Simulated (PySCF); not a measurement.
**How far each method lies from full CI for NH4⁺, singlet**

Geometry: a PBE0/def2-TZVP stationary point for this spin, not checked as a minimum.

```csv
atom,x (Å),y (Å),z (Å)
N,0.0000,0.0000,0.0000
H,0.5903,0.5923,0.5902
H,-0.5929,-0.5882,0.5917
H,-0.5890,0.5896,-0.5943
H,0.5916,-0.5937,-0.5876
```

Basis 6-31G; PySCF 2.14.0. Correlated methods freeze the noble-gas cores, which leaves 8 electrons in 16 orbitals. R marks a restricted (for open shells ROHF) determinant.

Full CI is exact within this basis and frozen core; it isn't the basis-set limit.

The T1 diagnostic (ROHF- or RHF-based CCSD) is 0.0062 and the largest doubles amplitude (ROHF- or RHF-based CCSD) is 0.043.

| level | E − E(RHF) (eV) |
| --- | --- |
| RMP2 | -3.1980 |
| RCCSD | -3.6089 |
| RCCSD(T) | -3.6450 |

(1) Estimate how far full CI in 6-31G lies from RCCSD(T). The table doesn't fix it; the size of (T) and the diagnostics are the guide.

(1) Full CI in 6-31G lies 1.0 kJ/mol below RCCSD(T), which is 29 % of the (T) step (-3.5 kJ/mol). The diagnostics give no warning, yet the rest is a sizeable part of (T).

The other levels:

```csv
level,E − E(full CI) (kJ/mol),share of correlation (%),wall time
RCCSDT,0.7,99.80,–
RCCSDT(Q),0.0,100.00,1.4 s
```

The correlation energy at full CI, counted from RHF, is -3.656 eV. Full CI, over all symmetries tried, took 52 s on 1 thread of Arm Neoverse N1, shared host; the state has 1,656,848 determinants.

Times are those of the correlated step on a shared host, with one SCF added for the restricted CCSD run; they ran on 1 thread of Arm Neoverse N1.

The full-CI state has the irrep A' of Cs, in the program's axes (one component, if the state is degenerate).

Natural occupations of full CI about the gap: 1.983 1.971 1.971 1.971 0.023 0.023 0.023 0.019 0.004 0.004; effectively unpaired electrons, Σ n²(2−n)², 0.02.
